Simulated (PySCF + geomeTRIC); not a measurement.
Computed with PBE0-D4/def2-TZVP (PySCF + geomeTRIC). fastk is a local helper that only speeds up exchange builds. No frequencies were computed at this level.

```python
import json, numpy as np
from pyscf import gto, dft
from fastk import lowrank_exchange
atoms = """
C     -0.000000    -0.000000    -0.000000
H     -0.617247    -0.368722     0.808784
H     -0.442883     0.897579    -0.411447
H      0.070519    -0.754323    -0.772725
H      0.989611     0.225466     0.375388
"""
def scf(charge, spin, dm0=None):
    mol = gto.M(atom=atoms, basis='def2-tzvp', ecp={}, charge=charge, spin=spin, verbose=3, max_memory=15120)
    mf = dft.KS(mol, xc='pbe0').density_fit(auxbasis="def2-universal-jkfit")
    mf.disp = 'd4'
    mf.grids.level = 3
    mf.conv_tol = 1e-8
    mf.max_cycle = 60
    mf.kernel(dm0)
    if not mf.converged:
        mf = mf.newton().run(mf.mo_coeff, mf.mo_occ).undo_soscf()
    return mf
mf = scf(0, 0)
from pyscf.geomopt.geometric_solver import kernel as optimize
path = []
done, mol = optimize(mf, maxsteps=80, assert_convergence=False, callback=lambda env: path.append((env["energy"], bool(env["g_scanner"].converged))))
res = dict(converged=bool(done and path[-1][1]), energy=path[-1][0], path=[e for e, c in path], xyz=mol.atom_coords(unit="Angstrom").tolist(), nao=mol.nao)
json.dump(res, open("result.json", "w"))
```

Output:

```
converged SCF energy = -40.4747093546336
Geometry optimization cycle 1
converged SCF energy = -40.4747093546337
cycle 1: E = -40.4747093546  dE = -40.4747  norm(grad) = 0.0101504
Geometry optimization cycle 2
converged SCF energy = -40.4748508668235
cycle 2: E = -40.4748508668  dE = -0.000141512  norm(grad) = 0.000113747
Geometry optimization cycle 3
converged SCF energy = -40.4748508840564
cycle 3: E = -40.4748508841  dE = -1.7233e-08  norm(grad) = 7.83011e-06
<class 'geometric.internal.Distance'> : 4
<class 'geometric.internal.Angle'> : 6
<class 'geometric.internal.TranslationX'> : 1
<class 'geometric.internal.TranslationY'> : 1
<class 'geometric.internal.TranslationZ'> : 1
<class 'geometric.internal.RotationA'> : 1
<class 'geometric.internal.RotationB'> : 1
<class 'geometric.internal.RotationC'> : 1
Step    0 : Gradient = 4.539e-03/5.075e-03 (rms/max) Energy = -40.4747093546
Step    1 : Displace = 6.722e-03/7.517e-03 (rms/max) Trust = 1.000e-01 (=) Grad = 5.087e-05/5.720e-05 (rms/max) E (change) = -40.4748508668 (-1.415e-04) Quality = 0.982
Step    2 : Displace = 7.449e-05/8.358e-05 (rms/max) Trust = 1.414e-01 (+) Grad = 3.502e-06/4.234e-06 (rms/max) E (change) = -40.4748508841 (-1.723e-08) Quality = 0.959
Converged! =D
```

Cost: roughly 12 core-seconds.
